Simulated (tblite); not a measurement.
Compound: C4H3OS (doublet state).
Bonds: S1–C2, C2–C3 (aromatic), C3–C4 (aromatic), C4–C5 (aromatic), C5–O6 (aromatic), C2–O6 (aromatic). Hydrogens: H7 on S1; H8 on C3; H9 on C4.
Bond orders are those of one Lewis drawing.

Computed with GFN2-xTB (tblite), gas phase: L-BFGS steps from a force-field or distance-geometry start until the largest atomic force falls under 0.01 eV/Å.

Step 21: E = -470.0351 eV
```
atom  x, y, z in Å  |  force x, y, z in eV/Å
S1      2.3569    0.4774    0.0705   -0.038   0.058  -0.077
C2      0.6620    0.0742    0.1331    0.046  -0.055   0.020
C3     -0.4336    0.6261   -0.4697    0.060   0.000  -0.017
C4     -1.5597   -0.0832    0.0345   -0.001  -0.003  -0.074
C5     -1.0450   -0.9400    0.9535   -0.019   0.039  -0.037
O6      0.2703   -0.9009    1.0071    0.001  -0.003   0.002
H7      2.7850   -0.7304   -0.3126   -0.004  -0.009   0.052
H8     -0.4426    1.4112   -1.2008    0.011  -0.026   0.075
H9     -2.5796    0.0715   -0.2408   -0.056  -0.002   0.056
```

Step 22: E = -470.0361 eV
```
atom  x, y, z in Å  |  force x, y, z in eV/Å
S1      2.3565    0.4782    0.0647   -0.005   0.041  -0.077
C2      0.6633    0.0735    0.1340    0.010  -0.010  -0.036
C3     -0.4319    0.6265   -0.4704    0.010  -0.032   0.024
C4     -1.5597   -0.0830    0.0330    0.013  -0.004  -0.065
C5     -1.0439   -0.9377    0.9539   -0.028   0.019  -0.043
O6      0.2725   -0.9014    1.0062   -0.044   0.003   0.007
H7      2.7846   -0.7340   -0.3071   -0.006   0.008   0.057
H8     -0.4459    1.4151   -1.1971    0.036  -0.025   0.061
H9     -2.5819    0.0688   -0.2424    0.013   0.000   0.071
```

Problem. Estimate the geometry and energy of step 23. (The exact step hangs on the optimiser's Hessian estimate; all steps are aligned on step 22, rigid shifts and turns removed.)

Solution. E = -470.0370 eV, largest force 0.089 eV/Å
```
atom  x, y, z in Å  |  force x, y, z in eV/Å
S1      2.3560    0.4799    0.0589    0.020   0.016  -0.074
C2      0.6647    0.0724    0.1346   -0.021   0.018  -0.066
C3     -0.4300    0.6262   -0.4707   -0.031  -0.048   0.042
C4     -1.5596   -0.0829    0.0302    0.016  -0.009  -0.040
C5     -1.0439   -0.9357    0.9532   -0.026  -0.008  -0.032
O6      0.2732   -0.9020    1.0059   -0.063   0.003   0.007
H7      2.7847   -0.7362   -0.3022   -0.006   0.027   0.063
H8     -0.4473    1.4171   -1.1933    0.054  -0.005   0.032
H9     -2.5840    0.0672   -0.2418    0.058   0.006   0.067
```

The energy changes by -0.0009 eV. The first-order estimate −F·Δx gives -0.0012 eV and the mean of the old and new forces, exact on a quadratic surface, -0.0009 eV. The step makes an angle of 54° with the force vector and moves no atom by more than 0.006 Å.

The cost below is that of the whole relaxation. The run took 0.19 s on Arm Neoverse V1, one thread, on a shared host.
